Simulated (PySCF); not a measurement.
## The first ionisation energy along group 16

All values are computed (PySCF 2.14, energy differences of UHF-based or UKS calculations, no spin-orbit coupling). Values in eV. The last column holds reference values (NIST; (s) semi-empirical, (t) theoretical, else measured). Unmarked ones compare directly (S terms, centres of terms, or small fine structure); those marked * lie between the lowest fine-structure levels and include a spin-orbit shift.

```csv
element,configurations,UHF,PBE,PBE0,r2SCAN,MP2 (valence),SCS-MP2 (valence),reference
"O (aug-cc-pV5Z, non-relativistic)",[He] 2s2 2p4 → [He] 2s2 2p3,12.024,14.061,13.847,13.715,13.483,13.623,13.608
"S (aug-cc-pV(5+d)Z, non-relativistic)",[Ne] 3s2 3p4 → [Ne] 3s2 3p3,9.237,10.429,10.404,10.370,10.146,10.256,10.336
"Te (aug-cc-pV5Z-PP with ECP28MDF, ECP)",[Kr] 4d10 5s2 5p4 → [Kr] 4d10 5s2 5p3,7.734,8.733,8.731,8.748,8.504,8.593,8.749
```

Which of these methods has the smallest mean absolute error against the measured values here?

r2SCAN, with 0.047 eV.

```csv
method,elements,mean error (eV),mean absolute error (eV),largest error (eV)
UHF,3,-1.233,1.233,-1.585
PBE,3,0.177,0.187,0.453
PBE0,3,0.096,0.108,0.239
r2SCAN,3,0.047,0.047,0.106
MP2 (valence),3,-0.187,0.187,-0.244
SCS-MP2 (valence),3,-0.074,0.083,-0.156
```

Errors include the incompleteness of the basis and the frozen core.

"Valence" correlates the outer s and p shells and, in groups 3 to 12 and the f block, the outer d or f shell, open or full, or the next shell where the ion has no valence electron left; the wider scheme adds the next inner shell.
